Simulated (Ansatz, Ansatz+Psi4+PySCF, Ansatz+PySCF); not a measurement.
```csv
atom,x (Å),y (Å),z (Å)
C,0.0000,0.0000,0.0217
N,0.0000,0.0000,-1.2159
H,0.0000,0.9355,0.5971
H,0.0000,-0.9355,0.5971
```

Basis set: cc-pVTZ (spherical functions). Correlated methods keep 2 orbitals frozen. Correlation on ROHF uses semicanonical orbitals with singles. Charge 0, multiplicity 2.

Computed with Ansatz (development build ahead of 0.2.0); each method stands on the lowest determinant of its kind that the runs found.

Give the atomization energy at this shape (free ground-state atoms in the same class of orbitals less the molecule, no zero-point energy) of doublet CH₂N by ROHF-CCSD(T), ROHF-MP2, UHF-MP2.

| method | atomization energy |
| --- | --- |
| ROHF-CCSD(T) | 14.37 eV |
| ROHF-MP2 | 14.45 eV |
| UHF-MP2 | 14.17 eV |

Caution for ROHF-MP2, UHF-MP2: forces differ strongly between restricted and unrestricted references. Caution for UHF-MP2: the unrestricted determinant is spin contaminated.
